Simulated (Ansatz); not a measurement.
Ansatz (an electronic-structure program) job for N2, SMILES N#N (connectivity only; charge and spin as stated), charge +1, multiplicity 2, PBE-D3(BJ)/def2-TZVPD. 

Ansatz 0.2 input:
```yaml
crystal:
  periodic: [false, false, false]
  atoms:
    - {symbol: N, position_ang: [0.00000000, 0.00000000, -0.55209349]}
    - {symbol: N, position_ang: [0.00000000, 0.00000000, 0.55209349]}
basis:
  gaussian:
    orbitals: def2-TZVPD
hamiltonian:
  xc: pbe
  dispersion: d3bj
total_charge: 1
magnetization: {spin_polarized: true, initial_magnetization: 1}
relax: {f_tol: 0.002, max_steps: 200}
```

It prints:

```
WARN ansatz: RAYON_NUM_THREADS=1 ignored (pool sized by the plan → 1); use --threads N
Functional definition: PBE
integrals: 0.01 GiB planned
358 factors; their error is unknown
mean field: 0.14 GiB planned
mean field evaluation 1: about -2959.6416 eV, gradient 3.1e1 eV
mean field evaluation 2: about -2961.2652 eV, gradient 2.2e1 eV
mean field evaluation 4: about -2962.9873 eV, gradient 5.5e-2 eV
mean field evaluation 8: about -2962.9863 eV, gradient 1.2e-2 eV
mean field -2962.98634562 eV, -108.8877398172 hartree, gradient 3.4e-5 eV, S^2 0.752356; 0 other end points of the search recorded, 0 dependent functions left out
the calculation of the forces begins
reference -2962.98636180 eV, -108.8877404118 hartree; 7, 6 occupied and 67, 68 virtual orbitals, 358 factors
relax step   1: F+E_penalty+E_count = -2962.99813247 eV  Δ(F+E_penalty+E_count) = +0.000e0 eV  max|allowed force component| = 1.411e0 eV/Å  Δτ_max = 0.0000 Å  (28 SCF iters, accepted)
these checks for a lower state are left out or cut short: starts, cluster_reference, orbital_swaps, neighbouring_geometries, increment
integrals: 0.01 GiB planned
358 factors; their error is unknown
mean field: 0.14 GiB planned
mean field evaluation 16: about -2962.9913 eV, gradient 1.2e0 eV
mean field -2962.99348628 eV, -108.8880022316 hartree, gradient 6.2e-6 eV, S^2 0.752422; 0 other end points of the search recorded, 0 dependent functions left out
the calculation of the forces begins
reference -2962.99350249 eV, -108.8880028275 hartree; 7, 6 occupied and 67, 68 virtual orbitals, 358 factors
relax step   2: F+E_penalty+E_count = -2963.00527252 eV  Δ(F+E_penalty+E_count) = -7.140e-3 eV  max|allowed force component| = 7.721e-2 eV/Å  Δτ_max = 0.0054 Å  (30 SCF iters, accepted)
these checks for a lower state are left out or cut short: starts, cluster_reference, orbital_swaps, neighbouring_geometries, increment
integrals: 0.01 GiB planned
358 factors; their error is unknown
mean field: 0.14 GiB planned
mean field -2962.99350888 eV, -108.8880030620 hartree, gradient 4.6e-6 eV, S^2 0.752419; 0 other end points of the search recorded, 0 dependent functions left out
the calculation of the forces begins
reference -2962.99352509 eV, -108.8880036578 hartree; 7, 6 occupied and 67, 68 virtual orbitals, 358 factors
relax step   3: F+E_penalty+E_count = -2963.00529515 eV  Δ(F+E_penalty+E_count) = -2.263e-5 eV  max|allowed force component| = 1.986e-3 eV/Å  Δτ_max = 0.0003 Å  (23 SCF iters, accepted)
integrals: 0.01 GiB planned
358 factors; their error is unknown
mean field: 0.14 GiB planned
mean field evaluation 32: about -2962.9935 eV, gradient 4.9e-6 eV
mean field -2962.99350888 eV, -108.8880030620 hartree, gradient 4.9e-6 eV, S^2 0.752419; 2 other end points of the search recorded, 0 dependent functions left out
the calculation of the forces begins
reference -2962.99352509 eV, -108.8880036578 hartree; 7, 6 occupied and 67, 68 virtual orbitals, 358 factors
Total energy: -2963.00531136 eV, -108.8884367953 hartree
Atom 0 at    -0.000000     0.000000    -0.557244 Å, force     0.000000     0.000000     0.001986 eV/Å
Atom 1 at     0.000000    -0.000000     0.557244 Å, force    -0.000000    -0.000000    -0.001986 eV/Å
Dipole moment:     0.000000     0.000000    -0.000000 e Å
```

The calculation finished and met its thresholds.

Cost: around 4 core-seconds (rough).
